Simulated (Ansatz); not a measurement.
# [SiH3···H···H], doublet: reading a ladder of total energies

Geometry: a point of a hydrogen-transfer path between rigid fragments, not a stationary point.

```xyz
6

Si   -0.0908    0.0000    0.0000
H    -0.5857    1.3997    0.0000
H    -0.5857   -0.6999    1.2122
H    -0.5857   -0.6999   -1.2122
H     1.5612    0.0000    0.0000
H     2.7262    0.0000    0.0000
```

Basis 6-31G; Ansatz 0.2.0. Correlated methods freeze the noble-gas cores, which leaves 9 electrons in 18 orbitals. Prefix R: restricted or restricted open-shell reference; prefix U: unrestricted.

Full CI is exact within this basis and frozen core; it isn't the basis-set limit. The frozen core follows each run's orbitals, which can shift R against U totals by a few meV.

Runs differ by some tens of microhartree through their thresholds and, for an open shell, their frozen cores, so steps under 0.1 kcal/mol mean nothing.

```csv
level,total energy (hartree)
UHF,-291.653305
UMP2,-291.717499
UCCSD,-291.744351
UCCSD(T),-291.745372
UCCSDT,-291.745779
UCCSDT(Q),-291.745821
full CI,-291.745831
```

Problem. What is the correlation energy at full CI, and what share of it do UMP2 and UCCSD recover?

Solution. E(corr) = -291.745831 − (-291.653305) = -0.092526 hartree = -2.518 eV. UMP2: -0.064194 / -0.092526 = 69.38 %. UCCSD: -0.091046 / -0.092526 = 98.40 %.

Problem. By how many kcal/mol does UCCSD(T) miss full CI (1 hartree = 627.509 kcal/mol), and which steps make up the rest?

Solution. -291.745372 − (-291.745831) = 0.000459 hartree = 0.29 kcal/mol. Steps: UCCSDT − UCCSD(T) = -0.26, UCCSDT(Q) − UCCSDT = -0.03, full CI − UCCSDT(Q) = -0.01 kcal/mol. That is within 1 kcal/mol of the reference in this basis, which itself misses far more of the correlation at the basis-set limit.
